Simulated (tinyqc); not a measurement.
Inside a calculation. Method: LCCD on RHF in the sto-6g basis, for H2O, spin multiplicity 1. One step of it, computed by the program tinyqc.

Problem. Iteration 8 (converged): orbitals. Diagonalise F' = X^T F X, C = X C', fill 5 alpha and 5 beta electrons from the bottom; D = 2 C_occ C_occ^T. Each column has its largest component positive (the first on a tie).

converged F (hartree), lower triangle:
```
             1O 1s      1O 2s     1O 2px     1O 2py     1O 2pz      2H 1s      3H 1s
1O 1s   -20.518516
1O 2s    -4.962906  -2.290541
1O 2px    0.000000   0.000000  -0.387038
1O 2py    0.000000   0.000000   0.000000  -0.211372
1O 2pz   -0.023294  -0.052604   0.000000   0.000000  -0.253359
2H 1s    -0.749683  -0.713138   0.000000  -0.353798  -0.283154  -0.363838
3H 1s    -0.749683  -0.713138   0.000000   0.353798  -0.283154  -0.182257  -0.363838
```

X:
```
                1          2          3         4          5          6         7
1O 1s   -0.358103   0.000000   0.724846  0.000000  -0.607204   0.000000  0.200436
1O 2s    1.004951   0.000000  -0.267909  0.000000  -0.281674   0.000000  0.470751
1O 2px   0.000000   0.000000   0.000000  1.000000   0.000000   0.000000  0.000000
1O 2py   0.000000   0.861600   0.000000  0.000000   0.000000   0.669499  0.000000
1O 2pz   0.420657   0.000000   0.664283  0.000000   0.645975   0.000000  0.199548
2H 1s   -0.631483  -0.727818  -0.197447  0.000000   0.163193   0.396280  0.384212
3H 1s   -0.631483   0.727818  -0.197447  0.000000   0.163193  -0.396280  0.384212
```

Give: F' = X^T F X; orbital energies; coefficients C; D after iteration 8.

Solution.

F' = X^T F X (hartree), lower triangle:
```
        1      2       3       4       5       6       7
1  -0.457
2   0.000  0.538
3   2.520  0.000  -8.749
4   0.000  0.000   0.000  -0.387
5  -2.041  0.000   8.645   0.000  -9.233
6   0.000  0.086   0.000   0.000   0.000  -0.527
7   0.698  0.000  -4.291   0.000   4.572   0.000  -3.285
```

orbital energies (hartree): MO1 -20.521, MO2 -1.192, MO3 -0.534, MO4 -0.414, MO5 -0.387, MO6 0.404, MO7 0.545

coefficients C:
```
           MO1     MO2     MO3     MO4    MO5     MO6     MO7
1O 1s    0.997  -0.230   0.000   0.079  0.000  -0.097   0.000
1O 2s    0.014   0.909   0.000  -0.431  0.000   0.608   0.000
1O 2px   0.000   0.000   0.000   0.000  1.000   0.000   0.000
1O 2py   0.000   0.000   0.598   0.000  0.000   0.000   0.912
1O 2pz   0.002   0.066   0.000   0.763  0.000   0.700   0.000
2H 1s   -0.003   0.133   0.453   0.341  0.000  -0.691  -0.694
3H 1s   -0.003   0.133  -0.453   0.341  0.000  -0.691   0.694
```

D after iteration 8, lower triangle:
```
         1O 1s   1O 2s  1O 2px  1O 2py  1O 2pz   2H 1s  3H 1s
1O 1s    2.106
1O 2s   -0.459   2.026
1O 2px   0.000   0.000   2.000
1O 2py   0.000   0.000   0.000   0.716
1O 2pz   0.093  -0.537   0.000   0.000   1.172
2H 1s   -0.013  -0.053   0.000   0.542   0.538   0.679
3H 1s   -0.013  -0.053   0.000  -0.542   0.538  -0.143  0.679
```
